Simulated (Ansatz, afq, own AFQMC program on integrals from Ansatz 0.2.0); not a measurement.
# N$_{2}$H$_{2}$, singlet: AFQMC among the cluster methods

```xyz
4

N     0.0000    0.0000    0.5222
N     0.0000    0.0000   -0.6814
H     0.0000    0.8651    1.1058
H     0.0000   -0.8651    1.1058
```

Connectivity, by distances: NH2–N.

Basis cc-pVDZ. Noble-gas cores (and the filled d shells of Ga–Kr and In–Xe) are frozen. Integrals, coupled cluster, full CI and functionals: Ansatz 0.2.0; the random walks run on the same integrals in our own AFQMC program. ph-AFQMC/CISD is guided by a CISD state made of CCSD amplitudes; releasing the constraint for a short imaginary time cuts its bias at the price of noise, slowly where states lie close. Free projection: walkers drawn from exp(T), propagated without any constraint. Its projection time is finite, and what remains of the start isn't in its error. Uncertainties: one standard error, sampling alone.

Determinant: RHF, the one that the program's search chose, which needn't be the lowest solution. The geometry is a point of a scan.

No full CI on the walks' own integrals is used here; CCSDT(Q) serves as the reference and is uncertain by about the last step of the cluster series.

Cautions: higher spins were not checked; restricted determinant unstable towards unrestricted (UHF 45 meV lower, ⟨S²⟩ 0.31); raised T1 diagnostic (T1 0.022, weight of the determinant 0.88, largest double 0.10).

```
T1 diagnostic                               : 0.0223
weight of the determinant in the CISD state : 0.882
size of the correlated space                : 12 electrons in 36 orbitals
```

Reference: CCSDT(Q), correlation energy -9.488 eV. The released energy is read at 2.40 1/Eh (meV from the phaseless value at times in 1/Eh: -10 ± 18 at 0.24, 9 ± 17 at 0.51, 15 ± 18 at 0.99, 22 ± 20 at 1.62, 41 ± 27 at 2.40).

```tsv
level	E − E(reference) (meV)	share of correlation (%)
HF	9488.2	0.00
MP2	951.5	89.97
CCSD	331.5	96.51
CCSD(T)	41.3	99.57
CCSDT	27.5	99.71
ph-AFQMC/HF	-149.7 ± 89.2	101.58
ph-AFQMC/CISD	3.9 ± 21.5	99.96
released AFQMC	45.2 ± 26.8	99.52
free AFQMC	23.0 ± 29.9	99.76
```

Free projections are given only where their last times agree within the noise and don't stop above the reference; a slow remainder of the start can still hide under it. A walk keeps the symmetry of its determinant, which the program's search chose and which needn't be the lowest solution, so a lower state of the same spin and another symmetry isn't excluded. Released energies are given only where the last usable release times agree within the noise; a slower fall can still hide under it.
